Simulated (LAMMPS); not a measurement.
# fcc Ni

The numbers are results of the machine-learned potential SNAP Ni_Zuo_JPCA2020.quadratic.snap (LAMMPS), not measurements.

Cell: relaxed at this level.

| Item | Value |
|---|---|
| equilibrium lattice constant a | 3.521 Å |
| equilibrium volume per atom | 10.91 Å³/atom |
| vacancy formation energy | 1.47 eV |

Measured, for comparison: lattice constant a 3.508 Å, equilibrium volume per atom 10.79 Å³/atom (static lattice: zero-point anharmonic expansion removed; as tabulated in Mejia-Rodriguez and Trickey (2018), arXiv:1807.09216); vacancy formation energy 1.79 eV (not corrected to a static lattice, monovacancy; as tabulated in Nandi et al. (2010), arXiv:0904.3859). Computed (rounded) less measured: lattice constant a +0.4 %, equilibrium volume per atom +1.1 %, vacancy formation energy -0.32 eV.

A machine-learned potential is trained on density-functional data: it inherits that level's misses and adds fitting errors of its own.
